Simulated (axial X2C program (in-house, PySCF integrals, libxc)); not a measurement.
What spin–orbit coupling does to BC⁺

All values were computed with an in-house all-electron X2C program for linear molecules (integrals from PySCF). Spin-free means the one-electron spin-free X2C Hamiltonian; two-component (2c) means X2C with spin–orbit coupling and atomic mean-field two-electron Coulomb and Gaunt terms, so the difference of the two also holds small scalar two-electron terms. Basis: C dyall-v3z [7s6p2d1f], B dyall-v3z [7s6p2d1f] (cores contracted in-house); Gaussian nuclei, density fitting, unrestricted open shells. Masses: C 12.000 u, B 11.009 u.

Spin-free state: M_S = 2, Λ = 0 (beyond evenly filled blocks: 2 × σα, π+α, π-α); fragments C + B+.

```csv
level,Re (Å),ωe (cm⁻¹),μ (D)
PBE0,1.431,1425.3,0.68
HF,1.417,1494.1,1.07
MP2,1.428,1456.2,n/a
CCSD,1.434,1422.5,n/a
CCSD(T),1.437,1402.9,n/a
BLYP,1.445,1349.1,0.63
```

Correlated methods: 6 electrons correlated (number of frozen shells: C 1 s; B 1 s), 154 virtual spin orbitals or spinors in MP2, 66 natural virtuals in coupled cluster.

Dipoles are positive if B is the positive end and refer to the centre of mass.

Two-component determinant lowest at the distance of the search:

Ω = 2 (⟨Sz⟩ = 2.00, ⟨Lz⟩ = 0.00 at HF); fragments C + B+.

```json
{"level": "PBE0", "Re (Å)": "1.431", "ωe (cm⁻¹)": "1425.2", "μ (D)": "0.68"}
{"level": "HF", "Re (Å)": "1.417", "ωe (cm⁻¹)": "1494.1", "μ (D)": "1.07"}
{"level": "MP2", "Re (Å)": "1.428", "ωe (cm⁻¹)": "1456.1", "μ (D)": "n/a"}
{"level": "CCSD", "Re (Å)": "1.434", "ωe (cm⁻¹)": "1422.4", "μ (D)": "n/a"}
{"level": "CCSD(T)", "Re (Å)": "1.438", "ωe (cm⁻¹)": "1402.9", "μ (D)": "n/a"}
{"level": "BLYP", "Re (Å)": "1.445", "ωe (cm⁻¹)": "1349.1", "μ (D)": "0.63"}
```

**Question.** From the two tables, how do the constants change at the CCSD(T) level (2c against spin-free)?

**Answer.** At the CCSD(T) level Re is unchanged within 0.001 Å and ωe stays the same within 0.2 cm⁻¹.

One determinant describes the state; a PBE0 search over occupations chose it and may have missed a lower one. De is not given where an atomic determinant may have missed its ground term or J level, or where the truncated virtual space spoils (T). Density functionals use the spin component along the axis (collinear). Coupled cluster ran in a truncated set of natural virtual spinors; the MP2 energy of the rest was added. (T) has no such correction and the atoms are truncated less, which lowers De at CCSD(T) by a hundredth of an eV or more. PBE0 can misorder states that lie within some tenths of an eV, so this need not be the ground state of the molecule. The nearest other spin-free determinant of the search, M_S = 1, Λ = 0, lies 0.71 eV up at the distance of the search. Without a current term, density functionals place determinants with orbital angular momentum somewhat too high. The spin of this state cannot come from the lowest atoms; the curve heads to a higher limit, and no De is given. With several unpaired electrons one determinant need not be a pure state. Open-shell Ω = 0 determinants with evenly filled partner blocks cannot be reached by this program, so the Ω shown need not be the lowest component.
